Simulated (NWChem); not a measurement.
Molecule: BF₃; SMILES B(F)(F)F

Computed with NWChem. Geometry: optimised at PBE-D3(BJ)/def2-SVP. Ions are spin-unrestricted doublets at the neutral geometry; other ion states weren't tried.

Task: Order these by “−ε(HOMO) (eV)”, lowest first: PBE/def2-SVP; B3LYP/def2-SVP; Hartree-Fock/def2-SVP; CAM-B3LYP/def2-SVP.

Result: PBE/def2-SVP (9.66), B3LYP/def2-SVP (11.59), CAM-B3LYP/def2-SVP (13.49), Hartree-Fock/def2-SVP (18.01)
